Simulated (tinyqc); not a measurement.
UHF in the sto-6g basis, for H2O+, spin multiplicity 2, step by step. One step of it, computed by the program tinyqc.

Task: Iteration 1: building the Fock matrix. J_ij = sum D_kl (ij|kl) with D = D(alpha) + D(beta), K_ij = sum D_kl (ik|jl) for each spin; F = H + J - K(s); E = tr D H + tr D J / 2 - 0.5 sum_s tr D(s) K(s) + E_nn.

D(alpha) at the start, lower triangle:
```
,1O 1s,1O 2s,1O 2px,1O 2py,1O 2pz,2H 1s,3H 1s
1O 1s,1.069116
1O 2s,-0.239835,1.044573
1O 2px,0.000000,0.000000,0.653909
1O 2py,0.000000,0.000000,0.000000,0.582146
1O 2pz,0.007557,-0.043923,0.000000,0.000000,0.616208
2H 1s,-0.006650,0.019631,0.000000,0.058688,0.030280,0.498069
3H 1s,-0.006650,0.019631,0.000000,-0.058688,0.030280,0.035067,0.498069
```

D(beta) at the start, lower triangle:
```
,1O 1s,1O 2s,1O 2px,1O 2py,1O 2pz,2H 1s,3H 1s
1O 1s,0.855293
1O 2s,-0.191868,0.835658
1O 2px,0.000000,0.000000,0.523127
1O 2py,0.000000,0.000000,0.000000,0.465717
1O 2pz,0.006046,-0.035138,0.000000,0.000000,0.492967
2H 1s,-0.005320,0.015705,0.000000,0.046951,0.024224,0.398455
3H 1s,-0.005320,0.015705,0.000000,-0.046951,0.024224,0.028054,0.398455
```

core Hamiltonian H = T + V (hartree), lower triangle:
```
,1O 1s,1O 2s,1O 2px,1O 2py,1O 2pz,2H 1s,3H 1s
1O 1s,-32.993303
1O 2s,-7.292824,-9.208664
1O 2px,0.000000,0.000000,-7.443138
1O 2py,0.000000,0.000000,0.000000,-7.583645
1O 2pz,-0.018863,-0.212681,0.000000,0.000000,-7.531913
2H 1s,-1.609560,-3.494310,0.000000,-1.910315,-1.585546,-4.925130
3H 1s,-1.609560,-3.494310,0.000000,1.910315,-1.585546,-1.467216,-4.925130
```

Two-electron integrals (ij|kl) in chemists' order, unique and non-zero (hartree):
```
i,j,k,l,(ij|kl)
1,1,1,1,4.787491
2,1,1,1,0.675884
2,1,2,1,0.121505
2,2,1,1,1.117379
2,2,2,1,0.249212
2,2,2,2,0.817383
3,1,3,1,0.025762
3,2,3,1,0.039145
3,2,3,2,0.180664
3,3,1,1,1.117381
3,3,2,1,0.249212
3,3,2,2,0.817382
3,3,3,3,0.880663
4,1,4,1,0.025762
4,2,4,1,0.039145
4,2,4,2,0.180664
4,3,4,3,0.047461
4,4,1,1,1.117381
4,4,2,1,0.249212
4,4,2,2,0.817382
4,4,3,3,0.785741
4,4,4,4,0.880663
5,1,5,1,0.025762
5,2,5,1,0.039145
5,2,5,2,0.180664
5,3,5,3,0.047461
5,4,5,4,0.047461
5,5,1,1,1.117381
5,5,2,1,0.249212
5,5,2,2,0.817382
5,5,3,3,0.785741
5,5,4,4,0.785741
5,5,5,5,0.880663
6,1,1,1,0.158058
6,1,2,1,0.027229
6,1,2,2,0.054609
6,1,3,3,0.054491
6,1,4,1,0.001041
6,1,4,2,0.002032
6,1,4,4,0.054708
6,1,5,1,0.000828
6,1,5,2,0.001615
6,1,5,4,0.000172
6,1,5,5,0.054628
6,1,6,1,0.006220
6,2,1,1,0.377213
6,2,2,1,0.085274
6,2,2,2,0.308799
6,2,3,3,0.303720
6,2,4,1,0.005333
6,2,4,2,0.039034
6,2,4,4,0.313056
6,2,5,1,0.004239
6,2,5,2,0.031027
6,2,5,4,0.007421
6,2,5,5,0.309619
6,2,6,1,0.019202
6,2,6,2,0.143970
6,3,3,1,0.009564
6,3,3,2,0.053535
6,3,4,3,0.008088
6,3,5,3,0.006429
6,3,6,3,0.020583
6,4,1,1,0.210572
6,4,2,1,0.048287
6,4,2,2,0.186515
6,4,3,3,0.178066
6,4,4,1,0.012227
6,4,4,2,0.075916
6,4,4,4,0.199862
6,4,5,1,0.002117
6,4,5,2,0.017790
6,4,5,4,0.010897
6,4,5,5,0.181618
6,4,6,1,0.011382
6,4,6,2,0.105746
6,4,6,4,0.097459
6,5,1,1,0.167378
6,5,2,1,0.038382
6,5,2,2,0.148256
6,5,3,3,0.141540
6,5,4,1,0.002117
6,5,4,2,0.017790
6,5,4,4,0.146008
6,5,5,1,0.011246
6,5,5,2,0.067675
6,5,5,4,0.011639
6,5,5,5,0.157220
6,5,6,1,0.009047
6,5,6,2,0.084055
6,5,6,4,0.061106
6,5,6,5,0.069155
6,6,1,1,0.513867
6,6,2,1,0.118324
6,6,2,2,0.489267
6,6,3,3,0.469610
6,6,4,1,0.009785
6,6,4,2,0.097258
6,6,4,4,0.505748
6,6,5,1,0.007778
6,6,5,2,0.077308
6,6,5,4,0.028725
6,6,5,5,0.492443
6,6,6,1,0.026937
6,6,6,2,0.286266
6,6,6,4,0.240213
6,6,6,5,0.190939
6,6,6,6,0.774999
7,1,1,1,0.158058
7,1,2,1,0.027229
7,1,2,2,0.054609
7,1,3,3,0.054491
7,1,4,1,-0.001041
7,1,4,2,-0.002032
7,1,4,4,0.054708
7,1,5,1,0.000828
7,1,5,2,0.001615
7,1,5,4,-0.000172
7,1,5,5,0.054628
7,1,6,1,0.006129
7,1,6,2,0.018570
7,1,6,4,0.010003
7,1,6,5,0.008747
7,1,6,6,0.025699
7,1,7,1,0.006220
7,2,1,1,0.377213
7,2,2,1,0.085274
7,2,2,2,0.308799
7,2,3,3,0.303720
7,2,4,1,-0.005333
7,2,4,2,-0.039034
7,2,4,4,0.313056
7,2,5,1,0.004239
7,2,5,2,0.031027
7,2,5,4,-0.007421
7,2,5,5,0.309619
7,2,6,1,0.018570
7,2,6,2,0.117362
7,2,6,4,0.059277
7,2,6,5,0.066625
7,2,6,6,0.192060
7,2,7,1,0.019202
7,2,7,2,0.143970
7,3,3,1,0.009564
7,3,3,2,0.053535
7,3,4,3,-0.008088
7,3,5,3,0.006429
7,3,6,3,0.016270
7,3,7,3,0.020583
7,4,1,1,-0.210572
7,4,2,1,-0.048287
7,4,2,2,-0.186515
7,4,3,3,-0.178066
7,4,4,1,0.012227
7,4,4,2,0.075916
7,4,4,4,-0.199862
7,4,5,1,-0.002117
7,4,5,2,-0.017790
7,4,5,4,0.010897
7,4,5,5,-0.181618
7,4,6,1,-0.010003
7,4,6,2,-0.059277
7,4,6,4,-0.014133
7,4,6,5,-0.032886
7,4,6,6,-0.085673
7,4,7,1,-0.011382
7,4,7,2,-0.105746
7,4,7,4,0.097459
7,5,1,1,0.167378
7,5,2,1,0.038382
7,5,2,2,0.148256
7,5,3,3,0.141540
7,5,4,1,-0.002117
7,5,4,2,-0.017790
7,5,4,4,0.146008
7,5,5,1,0.011246
7,5,5,2,0.067675
7,5,5,4,-0.011639
7,5,5,5,0.157220
7,5,6,1,0.008747
7,5,6,2,0.066625
7,5,6,4,0.032886
7,5,6,5,0.053496
7,5,6,6,0.119526
7,5,7,1,0.009047
7,5,7,2,0.084055
7,5,7,4,-0.061106
7,5,7,5,0.069155
7,6,1,1,0.145990
7,6,2,1,0.033333
7,6,2,2,0.130536
7,6,3,3,0.127534
7,6,4,4,0.130008
7,6,5,1,0.002629
7,6,5,2,0.022667
7,6,5,5,0.134065
7,6,6,1,0.007429
7,6,6,2,0.060438
7,6,6,4,0.038253
7,6,6,5,0.039679
7,6,6,6,0.123916
7,6,7,1,0.007429
7,6,7,2,0.060438
7,6,7,4,-0.038253
7,6,7,5,0.039679
7,6,7,6,0.031010
7,7,1,1,0.513867
7,7,2,1,0.118324
7,7,2,2,0.489267
7,7,3,3,0.469610
7,7,4,1,-0.009785
7,7,4,2,-0.097258
7,7,4,4,0.505748
7,7,5,1,0.007778
7,7,5,2,0.077308
7,7,5,4,-0.028725
7,7,5,5,0.492443
7,7,6,1,0.025699
7,7,6,2,0.192060
7,7,6,4,0.085673
7,7,6,5,0.119526
7,7,6,6,0.333734
7,7,7,1,0.026937
7,7,7,2,0.286266
7,7,7,4,-0.240213
7,7,7,5,0.190939
7,7,7,6,0.123916
7,7,7,7,0.774999
```

nuclear repulsion = 8.83669773 hartree

Give: Coulomb J; exchange K(alpha); exchange K(beta); F(alpha); F(beta); total energy of this density.

Result:

Coulomb J (hartree), lower triangle:
```
,1O 1s,1O 2s,1O 2px,1O 2py,1O 2pz,2H 1s,3H 1s
1O 1s,15.5669
1O 2s,2.7511,7.2431
1O 2px,0.0000,0.0000,7.2080
1O 2py,0.0000,0.0000,0.0000,7.2723
1O 2pz,0.0127,0.1406,0.0000,0.0000,7.2491
2H 1s,0.6221,2.7624,0.0000,1.6739,1.3781,4.5684
3H 1s,0.6221,2.7624,0.0000,-1.6739,1.3781,1.1882,4.5684
```

exchange K(alpha) (hartree), lower triangle:
```
,1O 1s,1O 2s,1O 2px,1O 2py,1O 2pz,2H 1s,3H 1s
1O 1s,4.9737
1O 2s,0.7801,1.3854
1O 2px,0.0000,0.0000,0.8585
1O 2py,0.0000,0.0000,0.0000,0.9204
1O 2pz,0.0092,0.0790,0.0000,0.0000,0.8982
2H 1s,0.1998,0.6451,0.0000,0.2998,0.2745,0.7144
3H 1s,0.1998,0.6451,0.0000,-0.2998,0.2745,0.2997,0.7144
```

exchange K(beta) (hartree), lower triangle:
```
,1O 1s,1O 2s,1O 2px,1O 2py,1O 2pz,2H 1s,3H 1s
1O 1s,3.9790
1O 2s,0.6240,1.1083
1O 2px,0.0000,0.0000,0.6868
1O 2py,0.0000,0.0000,0.0000,0.7363
1O 2pz,0.0074,0.0632,0.0000,0.0000,0.7186
2H 1s,0.1598,0.5160,0.0000,0.2399,0.2196,0.5715
3H 1s,0.1598,0.5160,0.0000,-0.2399,0.2196,0.2397,0.5715
```

F(alpha) (hartree), lower triangle:
```
,1O 1s,1O 2s,1O 2px,1O 2py,1O 2pz,2H 1s,3H 1s
1O 1s,-22.4001
1O 2s,-5.3218,-3.3509
1O 2px,0.0000,0.0000,-1.0936
1O 2py,0.0000,0.0000,0.0000,-1.2317
1O 2pz,-0.0154,-0.1512,0.0000,0.0000,-1.1811
2H 1s,-1.1872,-1.3770,0.0000,-0.5363,-0.4819,-1.0710
3H 1s,-1.1872,-1.3770,0.0000,0.5363,-0.4819,-0.5786,-1.0710
```

F(beta) (hartree), lower triangle:
```
,1O 1s,1O 2s,1O 2px,1O 2py,1O 2pz,2H 1s,3H 1s
1O 1s,-21.4054
1O 2s,-5.1657,-3.0738
1O 2px,0.0000,0.0000,-0.9219
1O 2py,0.0000,0.0000,0.0000,-1.0476
1O 2pz,-0.0135,-0.1353,0.0000,0.0000,-1.0014
2H 1s,-1.1473,-1.2480,0.0000,-0.4763,-0.4270,-0.9282
3H 1s,-1.1473,-1.2480,0.0000,0.4763,-0.4270,-0.5187,-0.9282
```

total energy of this density = -71.082456 hartree

This density is the starting one; it is not idempotent, so its energy is not variational and may lie below the converged one.
